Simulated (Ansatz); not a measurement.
**Question.** Predict a relaxed structure of SiF2, charge 0, singlet, at r2SCAN-D4/def2-TZVP (Ansatz).

**Answer.** 
```xyz
3

Si    0.5683    0.3793   -0.0070
F     0.1674   -0.8487    0.9430
F    -0.7357    0.4694   -0.9360
```
Point group C2v (tolerance 0.1 Å). This is one stationary point.
